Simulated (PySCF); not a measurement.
# Computed data sheet: `[H]/N=C(\C)C(=C)F`

C₄H₆FN.
Structure used (PBE0-D3(BJ)/def2-SVP), in Å, numbered top down from 1:
```xyz
12
C4H6FN angstrom
C      2.0994    0.3969    0.3402
C      0.9151   -0.2047    0.4165
F      0.7468   -1.2926    1.1817
C     -0.3262    0.2159   -0.2878
C     -1.5545   -0.5937    0.0150
N     -0.2563    1.2125   -1.0765
H      2.9565    0.0175    0.8974
H      2.1897    1.2771   -0.2957
H     -1.3918   -1.6547   -0.2289
H     -2.4142   -0.2198   -0.5575
H     -1.7926   -0.5544    1.0893
H     -1.1717    1.3999   -1.4936
```

Among its groups: imine, C=C double bond and C–F bond.

PBE0-D3(BJ)/def2-SVP geometry optimisation, gas phase (PySCF):

| Item | Value |
| --- | --- |
| Rotational constants A, B, C | 5.180, 3.501, 2.117 GHz |

**CAM-B3LYP/def2-SVPD ground state, ΔSCF and vertical TDDFT (core frozen in the response) (PySCF)**

| Property | Result |
| --- | --- |
| Dipole moment | 1.43 D |
| HOMO energy | -8.75 eV |
| LUMO energy | -0.30 eV |
| HOMO–LUMO gap | 8.45 eV |
| Lowest singlet excitation | 4.86 eV (255 nm, f = 0.001) |
| Strongest line among the 10 lowest singlet transitions | S2 at 5.61 eV (221 nm, f = 0.221) |
| Lowest triplet excitation (Tamm–Dancoff) | 3.29 eV |
| Static isotropic polarisability | 58.0 au |
| Vertical ionisation energy | 9.66 eV |
| Electronic spatial extent ⟨r²⟩ about the centre of nuclear charge | 572 bohr² |

B3LYP/pcSseg-2 ground state and GIAO shieldings, non-relativistic (PySCF):

| Item | Value |
| --- | --- |
| 13C chemical shifts (computed TMS as zero) by class | 182.7 (C4), 178.2 (C2), 101.1 (C1), 28.8 (C5) ppm |
| 1H chemical shifts (computed TMS as zero) by class | 9.41 (H12), 6.22 (H8), 4.86 (H7), 2.08 (H9/H10/H11) ppm |
| Isotropic shieldings of nuclei other than C and H, by class | -86 (N6), 287 (F3) ppm |

From B3LYP/pcJ-1 indirect spin-spin coupling, non-relativistic, gas phase; spin–dipole term left out for some pairs (PySCF):

| Item | Value |
| --- | --- |
| Largest of the computed one-bond spin–spin couplings (means over like bonds) | 19F–13C -324.2 (F3–C2), 13C–1H +180.5 (C1–H8), 13C–1H +171.6 (C1–H7), 13C–1H +135.0 (C5–H9 and 2 like it), 13C–13C +93.9 (C1–C2), 13C–13C +74.5 (C2–C4), 15N–1H -51.2 (N6–H12), 13C–13C +41.4 (C4–C5) Hz |

Monoisotopic mass (most abundant isotopes): 87.0484 u.

The largest Löwdin shares of the LUMO are 0.23 on N6, 0.21 on C4, 0.20 on C1 and 0.16 on C2. With B = h/(8π²I), that is 505.379 GHz u Å² over I, the principal moments of inertia are 97.6, 144.3 and 238.7 u Å² (most abundant isotopes). No computed singlet falls in the visible range (750 to 380 nm, 1.65 to 3.26 eV); S1 lies 1.60 eV above its blue end. The principal polarisabilities are 39.8, 61.4 and 72.6 au; their mean is the isotropic value.

 NMR classes are plain means over equivalent atoms (diastereotopic ones count apart unless rotation or inversion swaps them), as if these changed places fast; in this geometry the members of some classes differ.

One conformer stands for the species.
